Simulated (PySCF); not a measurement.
A PySCF script (with the pyscf-properties extension) for the NMR shieldings of Sodium Amide ([NH2][Na], H2NNa), on a PBE0-D3(BJ)/def2-TZVP geometry:

```python
import basis_set_exchange as bse
import numpy as np
from pyscf import gto, dft
from pyscf.prop import nmr

atoms = """
N    -0.198929   -0.014747    0.060644
Na    1.869485    0.024493   -0.111060
H    -0.825456    0.782746    0.072224
H    -0.806985   -0.817957   -0.054799
"""
names = dict.fromkeys(["N", "Na", "H"], "pcSseg-2")
basis = {el: gto.basis.parse(bse.get_basis(n, elements=[el], fmt="nwchem")) for el, n in names.items()}
mol = gto.M(atom=atoms, basis=basis, charge=0, verbose=0)
mf = dft.RKS(mol, xc="HYB_GGA_XC_B97_2")
mf.grids.level = 2
mf.grids.alignment = dft.numint.BLKSIZE   # the property module wants whole blocks of grid points
mf.conv_tol = 1e-9
mf.kernel()

calc = nmr.RKS(mf)   # GIAO
C = mf.mo_coeff
Co = C[:, mf.mo_occ > 0]
resp = mf.gen_response(singlet=True, hermi=2)
def vind(x):   # induced exchange potential for any number of trial vectors
    d = np.einsum("pi,xij,qj->xpq", C, 2 * x.reshape(-1, C.shape[1], Co.shape[1]), Co, optimize=True)
    return np.einsum("xpq,pi,qj->xij", resp(d - d.transpose(0, 2, 1)), C, Co, optimize=True).ravel()
mo1, _ = nmr.rhf.solve_mo1(calc, with_cphf=vind)
sigma = calc.kernel(mo1)
for i, s in enumerate(sigma):   # ppm
    print("%2d %-2s %9.2f" % (i, mol.atom_pure_symbol(i), np.trace(s) / 3))
```

Q: What are the results?

A: 
```
 0 N     311.02
 1 Na    554.56
 2 H      34.36
 3 H      34.37
```

These numbers come from an equivalent density-fitted implementation of the same equations, which agrees with the script to about 0.01 ppm for H and up to a few tenths of a ppm for heavy atoms, so last digits may differ.

Q: Turn these shieldings into chemical shifts. δ = σ(ref) − σ, references computed at the same level: ¹⁵N (261.75 ppm) vs NH3; TMS for ¹H (31.64 ppm).

A: Averaging equivalent atoms: N 0: -49.3; H 2/3: -2.73 ppm. No reference was computed at this level for Na. Experimental scales use liquid or dissolved standards, which lie at an offset from isolated NH3 (liquid NH3: subtract about 20 ppm).

Size and cost of the density-fitted run: 92 basis functions, 1.8 s wall time on 1 thread of an Arm Neoverse V1, shared host; peak memory 0.33 GiB.
